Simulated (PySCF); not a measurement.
Gas-phase reaction: 2 HPO2 = 2 PO + O2 + 2 H

Energies from PySCF (xtb for GFN2), thermal terms from the rigid-rotor harmonic-oscillator model, ideal gas at 1 bar. † marks an energy on the PBE0/def2-TZVP geometry and frequencies; other levels use their own. CCSD(T) freezes the core. Open shells (unrestricted): PO (multiplicity 2), O2 (multiplicity 3), H (multiplicity 2); the rest are closed-shell singlets. GFN2 has no spin-polarisation term. Spin-orbit splitting is ignored; it lowers the true energy and changes the entropy of PO. HPO2: computed as isolated molecules; such fragments, hydroxides, amides, oligomers or adducts are transient or little studied in the gas. CCSD(T) isn't extrapolated to the basis-set limit.

```
level                ΔH°(298 K), kJ
-------------------  --------------
CCSD(T)/def2-TZVPP†            1267
GFN2-xTB                        [?]
PBE/def2-SVP                   1165
PBE/def2-TZVP†                 1219
PBE0/def2-QZVP†                 [?]
PBE0/def2-SVP†                  [?]
PBE0/def2-TZVP                 1237
LDA/def2-TZVP†                  [?]
```

Question: Some entries are withheld; supply them.

Answer: 
- GFN2-xTB, ΔH°(298 K), kJ: 1603
- PBE0/def2-QZVP†, ΔH°(298 K), kJ: 1249
- PBE0/def2-SVP†, ΔH°(298 K), kJ: 1176
- LDA/def2-TZVP†, ΔH°(298 K), kJ: 1391
